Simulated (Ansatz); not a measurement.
Species: N2O, charge -1, multiplicity 2. 
Geometry from a B3LYP-D3(BJ)/def2-TZVP (Ansatz, a program for electronic structure) optimisation:
```
N
N 1 1.1903
O 1 1.3079 2 133.14
```
Charge -1, spin multiplicity 2.

Basis-set convergence of Hartree-Fock and CCSD(T) correlation energies (hartree) with Ansatz. Valence correlation only, unless marked. Open shells are spin-unrestricted. Spin-orbit coupling is left out. Non-relativistic. This anion needs diffuse functions, which these sets lack.

```csv
basis,functions,E(HF),"E(corr, CCSD(T))"
cc-pVDZ,42,-183.65585,-0.52024
cc-pVTZ,90,-183.71873,-0.65470
cc-pVQZ,165,[?],[?]
```

### Question
Complete the blanks.

### Answer

- cc-pVQZ, E(HF): -183.73817
- cc-pVQZ, E(corr, CCSD(T)): -0.70173
